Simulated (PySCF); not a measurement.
**Structure from 2D NMR**

Compound of formula C₅H₈O. Correlations simulated from computed shifts and couplings:

HSQC (one-bond C–H):
```
  δH     δC  1J(C,H) (Hz)
6.40  152.3           194
4.60  103.6           172
3.81   65.8           150
1.98   22.6           135
1.58   24.2           134
```

COSY cross peaks (|J| ≥ 2 Hz):
```
  δH    δH  abs. J (Hz)  bonds
6.40  4.60          7.3      3
6.40  1.98          2.7      4
4.60  1.98          4.5      3
3.81  1.58          8.2      3
1.98  1.58          7.2      3
```

HMBC (two and three bonds, |J| ≥ 2.5 Hz):
```
  δH                                 δC [abs. J in Hz]
6.40               103.6 [9.0], 65.8 [7.4], 22.6 [7.0]
4.60               152.3 [6.7], 24.2 [6.0], 22.6 [3.8]
3.81                           152.3 [4.0], 22.6 [5.9]
1.98  152.3 [5.7], 103.6 [7.1], 65.8 [4.0], 24.2 [3.6]
1.58               103.6 [4.4], 65.8 [2.7], 22.6 [2.9]
```

Non-relativistic Hamiltonian, isolated molecule, a single conformation, equivalent nuclei averaged. J couplings at B3LYP/pcJ-1 (without the spin–dipole term); GIAO PBE0/pcSseg-1 shieldings; coordinates at the PBE0-D3(BJ)/def2-SVP level; PySCF.

Chemical shifts δ = σref − σ; 1H (31.27 ppm), 13C (184.41 ppm) vs TMS, all at this level.

Exchangeable hydrogens are left out of these lists, and C,H couplings along chains are those of one rotamer, so weak HMBC peaks may be missing or extra.

Assemble the structure.

Results:

3,4-dihydro-2H-pyran.

Mapped SMILES: `[CH:1]1=[CH:2][O:3][CH2:4][CH2:5][CH2:6]1`; H(Xn) means a hydrogen on atom n.

1. δC 152.3 is C2, an alkene carbon bearing oxygen (δH 6.40).
2. δC 103.6 is C1, a β carbon of an enol-ether or enamine type C=C (δH 4.60).
3. δC 65.8 is C4, an sp3 CH2 bonded to O (δH 3.81).
4. δC 24.2 is C5, an sp3 CH2 in a ring (δH 1.58).
5. δC 22.6 is C6, an allylic sp3 CH2 (δH 1.98).
6. COSY links 6.40–4.60, 6.40–1.98, 4.60–1.98, 3.81–1.58, 1.98–1.58.

The shifts were computed for this structure.

Unscaled 3J(H,H) at this level run about 10 % above measured values. Shifts are as computed. Against solution values, carbons near 30 ppm lie about +2 ppm off and those near 130 ppm about +5 ppm. Of 1211 compounds with measured shifts, 218 miss one by over three times the rms of a fit or turn the order of signals round; such compounds aren't used in these exercises.
